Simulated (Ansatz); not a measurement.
System: hcp Be. Method: LDA in Ansatz (plane waves, PAW).

The input as run:

Ansatz 0.2 input:
```yaml
crystal:
  lattice:
    - [1.1065894748, -1.9166691934, 0.0]
    - [1.1065894748, 1.9166691934, 0.0]
    - [0.0, 0.0, 3.4879078355]
  atoms:
    - { symbol: Be, position: [0.3333333333, 0.6666666667, 0.25] }
    - { symbol: Be, position: [0.6666666667, 0.3333333333, 0.75] }
basis:
  ecutwfc: 520
  ecutrho_ratio: 4
  xc_grid: 2
kpoints:
  mp_grid: { grid: [30, 30, 16] }
hamiltonian:
  xc: lda
  dispersion: none
  pseudopotentials: { kind: paw }
scf:
  occupations: { method: fermi_dirac, width: 0.05 }
output:
  forces: true
  stress: true
  eigenvalues: true
relax:
  f_tol: 0.004
  escape_saddle: false
  max_steps: 80
  cell: { stress_tol: 0.02, fix: [volume] }
```

Output (set-up and result lines):

```
Relaxation: its limit of steps is 80 (relax.max_steps)
Crystal: 2 atoms, lattice volume = 14.795 Å³
Basis set: ecut = 520 eV, 391 PW (Γ), exchange–correlation on 36×36×54 points (8 copies of the dense FFT grid, shifted against one another)
Bands: 6, of which v1, the nominal top of the filled ones, is band 2 counted from 1 (1 counted from 0)
Symmetry: 24 space group operations
Space group: P63/mmc (ITA 194), of the structure as read, at distance tolerance 2.5e-5 Å
k-points: 819 of 14400
Functional: x = slater, c = lda
SCF iter   1: F=—  HF=-176.469019 eV  |F-HF|=—  |Δ(HF+E_count)|=         —  Δρ=2.43e-3  dr2=4.81e-4
SCF iter   2: F=—  HF=-176.468781 eV  |F-HF|=—  |Δ(HF+E_count)|=   2.38e-4  Δρ=1.49e-3  dr2=1.87e-4
  ...
SCF 1 converged in 6 iterations: F = -176.468689 eV  dr2 = 7.18e-14
Crystal: 2 atoms, lattice volume = 14.795 Å³
Initial density: handed on by an earlier stage of this run
SCF 2 converged in 2 iterations: F = -176.468699 eV  dr2 = 7.76e-8
Crystal: 2 atoms, lattice volume = 14.795 Å³
SCF 3 converged in 3 iterations: F = -176.468699 eV  dr2 = 4.20e-12
Crystal: 2 atoms, lattice volume = 14.795 Å³
SCF iter   1: F=—  HF=-176.468699 eV  |F-HF|=—  |Δ(HF+E_count)|=         —  Δρ=3.54e-7  dr2=4.32e-12
SCF iter   2: F=-176.468699 eV  HF=-176.468699 eV  |F-HF|=1.51e-12  |Δ(HF+E_count)|=  8.28e-11  Δρ=1.81e-7  dr2=1.16e-12
SCF 4 converged in 2 iterations: F = -176.468699 eV  dr2 = 1.16e-12
SCF converged after 2 iterations
Free energy (F): -176.468699 eV
Internal energy: -176.467913 eV  (E = F + TS)
E sigma→0 (E₀):  -176.468306 eV
Fermi energy:    8.515423 eV
--- Forces (eV/Å), atoms counted from 1 ---
  atom   1  Be    -0.00000000     0.00000000     0.00000000
  atom   2  Be     0.00000000    -0.00000000    -0.00000000
--- Stress (GPa, compression-positive) ---
        2.747414      -0.000000       0.000000
        0.000000       2.747414       0.000000
        0.000000       0.000000       2.745842
  P = ⅓ Tr σ = 2.7469 GPa (27.469 kbar)
```

The cell is one volume of an energy–volume scan, off the minimum.

The PAW data were made under PBE.

Ansatz is a program for electronic structure.
